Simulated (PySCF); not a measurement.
Some computed properties have been withheld. Give your best values.

Species: H₃O₄P.
SMILES with atom numbers: `[O:1]=[P:2]([OH:3])([OH:4])[OH:5]` (hydrogens: H6 on O3; H7 on O4; H8 on O5)

Cartesian coordinates in Å at the GFN2-xTB level; atoms count from 1:
```xyz
8
H3O4P angstrom
O      0.5886   -0.2246    1.6218
P      0.0090   -0.1059    0.2910
O     -0.5415    1.3492   -0.0886
O      1.0360   -0.4315   -0.9011
O     -1.2315   -1.0293   -0.0250
H     -0.1616    1.9936    0.5044
H      1.8752   -0.6829   -0.5216
H     -1.5651   -0.8591   -0.9054
```

```csv
property,level,value
"rotational constants A, B, C of the GFN2-xTB geometry",GFN2-xTB,?
dipole moment,PBE0/pcSseg-1,?
HOMO energy,PBE0/pcSseg-1,?
LUMO energy,PBE0/pcSseg-1,?
1H chemical shifts (computed TMS as zero) by class,GIAO PBE0/pcSseg-1,3.20 (H6/H7/H8) ppm
"isotropic shieldings of nuclei other than C and H, by class",GIAO PBE0/pcSseg-1,"194 (O1), 230 (O3/O4/O5), 318 (P2) ppm"
```

Gas-phase values; electronic properties from PySCF, density fitting. One conformer (not necessarily the lowest) at the GFN2-xTB geometry, without solvent or vibrations. NMR classes are plain means over equivalent atoms (diastereotopic ones count apart unless rotation or inversion swaps them), as if these changed places fast; in this geometry the members of some classes differ.

(1) The HOMO energy?

(2) Give the dipole moment.

(3) Give the LUMO energy.

(4) What are the rotational constants A, B, C of the GFN2-xTB geometry?

Answers

(1) -8.86 eV.

(2) 2.56 D.

(3) 0.41 eV.

(4) 4.637, 4.517, 4.364 GHz.

The rotational constants make it an asymmetric top with κ = (2B − A − C)/(A − C) = 0.1, nearer the oblate limit (+1). In atomic units the dipole is 1.01 e·bohr (1 au = 2.5417 D). With B = h/(8π²I), that is 505.379 GHz u Å² over I, the principal moments of inertia are 109.0, 111.9 and 115.8 u Å² (most abundant isotopes); the inertial defect Ic − Ia − Ib is -105.1 u Å² (zero for a rigid planar frame, negative otherwise).
